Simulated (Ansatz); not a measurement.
# CHAl (singlet): from Hartree-Fock to the top rungs at distance Al1–C2 = 6.340 Å, 6-31G

Aim: climb from Hartree-Fock through coupled cluster and multireference methods for CHAl (singlet) at one geometry and basis, and see what each rung misses.

Program: Ansatz 0.2.0, Gaussian basis. Level of theory: 6-31G, core rule «outside noble gas», up to 6 orbitals frozen. These are calculated values, not measurements.

Plan: UHF; CCSD(T) on RHF; CCSD(T) on UHF; BCCD(T) on RHF; CISD; CCSDT(Q) on RHF; CCSDT(Q) on UHF; CCSDTQ on RHF; CCSDTQ on UHF; CASSCF and MRCISD+Q, 2 electrons in 2 orbitals; CASSCF and NEVPT2, 2 electrons in 2 orbitals; CASSCF and MRCISD+Q, 8 electrons in 9 orbitals; CASSCF and MRCISD+Q(relaxed), 8 electrons in 9 orbitals; CASSCF and NEVPT2, 8 electrons in 9 orbitals; Full CI; Full CI in the symmetry of the determinant.

21 further runs of the same task are left out: 1 for a known fault of the program, 18 that didn't finish, 2 set aside as unsound or not needed.

## 1. The geometry

The geometry derives from a PBE0/def2-TZVP stationary point (not a proven minimum). One bond is set to the value named and the two fragments are kept rigid.

3 atoms, charge 0, spin multiplicity 1.

Atoms are counted from 1 here; the program's logs count them from 0.

Bond lengths: C2–H3 1.096 Å.

## 2. UHF

Input file in.yaml:

```yaml
crystal:
  periodic: [false, false, false]
  atoms:
    - {symbol: Al, position_ang: [0.000000, 0.125001, 4.488866]}
    - {symbol: C, position_ang: [0.000000, -0.418349, -1.827808]}
    - {symbol: H, position_ang: [0.000000, 0.293347, -2.661059]}
basis:
  gaussian: {orbitals: 6-31G}
magnetization: {spin_polarized: true, initial_magnetization: 0}
hamiltonian: {xc: hf}
output: {orbitals: {seedname: orbitals}}
```

Started as:

```sh
$ ansatz run in.yaml --threads 1 --pin off --events-out ev --progress --plain --max-ram 2393MiB
```

The runs that follow: CCSD(T) on RHF; CCSD(T) on UHF; BCCD(T) on RHF; CISD; CCSDT(Q) on RHF; CCSDT(Q) on UHF; CCSDTQ on RHF; CCSDTQ on UHF; CASSCF and MRCISD+Q, 2 electrons in 2 orbitals; CASSCF and NEVPT2, 2 electrons in 2 orbitals; CASSCF and MRCISD+Q, 8 electrons in 9 orbitals; CASSCF and MRCISD+Q(relaxed), 8 electrons in 9 orbitals; CASSCF and NEVPT2, 8 electrons in 9 orbitals; Full CI; Full CI in the symmetry of the determinant.

Q: Predict the results of all the runs planned. Wanted: FCI from the RHF energy; RMP2 from FCI; UMP2 from FCI; RCCSD from FCI; RCCSD(T) from FCI; UCCSD(T) from FCI; RCCSDT(Q) from FCI; UCCSDT(Q) from FCI; T1 diagnostic.

The runs gave:

| quantity | value |
| --- | --- |
| FCI from the RHF energy | -6.7022 eV |
| RMP2 from FCI | +110.6 kJ/mol |
| UMP2 from FCI | +85.8 kJ/mol |
| RCCSD from FCI | +26.4 kJ/mol |
| RCCSD(T) from FCI | -26.7 kJ/mol |
| UCCSD(T) from FCI | +1.0 kJ/mol |
| RCCSDT(Q) from FCI | +0.6 kJ/mol |
| UCCSDT(Q) from FCI | +0.1 kJ/mol |
| levels within 1 kcal/mol (43 meV) | UCCSD, UCCSD(T), RCCSDT, UCCSDT, RCCSDT(Q), UCCSDT(Q), RCCSDTQ |
| T1 diagnostic | 0.096 |
| effectively unpaired electrons | 2.44 |

What this shows: RCCSD(T) lands -26.7 kJ/mol from the yardstick (4.1 % of the correlation energy). CCSD(T) misses by -26.7 kJ/mol on the restricted determinant and by +1.0 kJ/mol on the unrestricted one; the two need not hold the same state or core. RCCSD(T), BCCD(T) fall below full CI, which methods that aren't variational can do. With 2.4 effectively unpaired electrons against 0 the state is strongly multireference. Coupled cluster took another determinant than the lowest Hartree-Fock one. These misses are within one basis, not against nature.
